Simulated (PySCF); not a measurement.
# C4H10N: the cost of one run

The runs use PySCF 2.14.0; levels as typed in each script, gas phase, geometry from GFN2-xTB.

**1. Where the work starts**

SMILES `CCC(C)[NH]`, 15 atoms, charge 0, spin multiplicity 2.

Bond lengths: C1–C2 1.520 Å, C1–H6 1.086 Å, C1–H7 1.088 Å, C1–H8 1.088 Å, C2–C3 1.553 Å, C2–H9 1.091 Å, C2–H10 1.092 Å, C3–C4 1.533 Å, C3–N5 1.393 Å, C3–H11 1.110 Å, C4–H12 1.087 Å, C4–H13 1.089 Å, C4–H14 1.089 Å, N5–H15 1.017 Å. Angles: C2–C1–H6 109.4°, C2–C1–H7 110.4°, C2–C1–H8 110.7°, H6–C1–H7 109.1°, H6–C1–H8 108.5°, H7–C1–H8 108.5°, C1–C2–C3 111.9°, C1–C2–H9 109.8°, C1–C2–H10 110.5°, C3–C2–H9 107.7°, C3–C2–H10 108.4°, H9–C2–H10 108.5°, C2–C3–C4 111.6°, C2–C3–N5 109.7°, C2–C3–H11 104.5°, C4–C3–N5 116.5°, C4–C3–H11 108.1°, N5–C3–H11 105.7° and more.

As a file:

```xyz
15
charge 0, multiplicity 2
C     2.04250    0.02575   -0.11551
C     0.72638    0.67045    0.28828
C    -0.49532   -0.10196   -0.28043
C    -1.80683    0.64863   -0.02358
N    -0.44770   -1.42988    0.13887
H     2.02911   -1.02512    0.15778
H     2.87423    0.51418    0.38696
H     2.19474    0.10129   -1.18990
H     0.63735    0.67800    1.37579
H     0.67909    1.70075   -0.06939
H    -0.32123   -0.12730   -1.37682
H    -1.77204    1.64799   -0.45086
H    -2.64506    0.11236   -0.46608
H    -1.97898    0.73570    1.04800
H    -1.36370   -1.78594    0.39983
```

**2. Density, bond paths and surface potential (TPSS/6-311g**)**

File input.py:

```python
import numpy as np
from pyscf import gto, scf, dft
from pyscf.scf import atom_ks, atom_hf
from scipy.linalg import block_diag

def solve(mol, dm0=None, hcore=None):
    mf = (dft.UKS if mol.spin else dft.RKS)(mol, xc='tpss')
    mf.grids.level = 3
    mf = mf.density_fit(auxbasis='def2-universal-jkfit')
    mf.conv_tol, mf.max_cycle = 1e-8, 80
    if hcore is not None:
        mf.get_hcore = lambda *args: hcore
    mf.kernel(dm0)
    if not mf.converged:
        mf = mf.newton().run(mf.mo_coeff, mf.mo_occ, max_cycle=30)
    assert mf.converged, 'SCF not converged'
    return mf

mol = gto.M(atom='''
C      2.04250     0.02575    -0.11551
C      0.72638     0.67045     0.28828
C     -0.49532    -0.10196    -0.28043
C     -1.80683     0.64863    -0.02358
N     -0.44770    -1.42988     0.13887
H      2.02911    -1.02512     0.15778
H      2.87423     0.51418     0.38696
H      2.19474     0.10129    -1.18990
H      0.63735     0.67800     1.37579
H      0.67909     1.70075    -0.06939
H     -0.32123    -0.12730    -1.37682
H     -1.77204     1.64799    -0.45086
H     -2.64506     0.11236    -0.46608
H     -1.97898     0.73570     1.04800
H     -1.36370    -1.78594     0.39983
''', basis='6-311g**', charge=0, spin=1, verbose=4)
mf = solve(mol)
mf.analyze()
# spherically averaged free atoms, for the promolecule
atm = atom_ks.get_atm_nrks(mol, xc='tpss')
pro = block_diag(*[(atm[a[0]][2] * atm[a[0]][3]) @ atm[a[0]][2].T for a in mol._atom])
np.savez('result.npz', e=mf.e_tot, c=mf.mo_coeff, occ=mf.mo_occ, eps=mf.mo_energy, pro=pro, dip=mf.dip_moment(verbose=0), s2=mf.spin_square()[0])
```

Started as:

```sh
$ OMP_NUM_THREADS=1 python input.py
```

What time and memory should one allow on 1 thread of Arm Neoverse V1, shared host?

About 1.9 min, with a peak of 0.74 GiB.
